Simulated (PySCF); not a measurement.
The first ionisation energy along the noble gases

Calculated with PySCF 2.14 from differences of total energies of unrestricted determinants, without spin-orbit coupling. Values in eV. The last column holds reference values (NIST; (s) semi-empirical, (t) theoretical, else measured). Unmarked ones compare directly (S terms, centres of terms, or small fine structure); those marked * lie between the lowest fine-structure levels and include a spin-orbit shift.

```csv
element,configurations,UHF,PBE0,SCS-MP2 (valence),CCSD (valence),CCSD(T) (valence),CCSDT (valence),reference
"He (aug-cc-pVDZ-DK, spin-free X2C)",1s2 → 1s1,23.438,24.430,24.319,24.359,24.359,24.359,24.587
"Ne (aug-cc-pVDZ-DK, spin-free X2C)",[Ne] → [He] 2s2 2p5,19.829,21.550,21.447,21.372,21.403,21.403,21.597
"Ar (aug-cc-pVDZ-DK, spin-free X2C)",[Ar] → [Ne] 3s2 3p5,14.664,15.784,15.540,15.489,15.511,15.509,15.819
"Kr (aug-cc-pVDZ-DK, spin-free X2C)",[Kr] → [Ar] 3d10 4s2 4p5,13.180,14.169,13.900,13.876,13.894,13.893,14.222
```

| method | elements | mean error (eV) | mean absolute error (eV) | largest error (eV) |
| --- | --- | --- | --- | --- |
| UHF | 4 | -1.278 | 1.278 | -1.768 |
| PBE0 | 4 | -0.073 | 0.073 | -0.158 |
| SCS-MP2 (valence) | 4 | -0.255 | 0.255 | -0.321 |
| CCSD (valence) | 4 | -0.282 | 0.282 | -0.345 |
| CCSD(T) (valence) | 4 | -0.265 | 0.265 | -0.328 |
| CCSDT (valence) | 4 | -0.265 | 0.265 | -0.329 |

Errors include the incompleteness of the basis and the frozen core.

"Valence" correlates the outer s and p shells and, in groups 3 to 12 and the f block, the outer d or f shell, open or full, or the next shell where the ion has no valence electron left; the wider scheme adds the next inner shell.
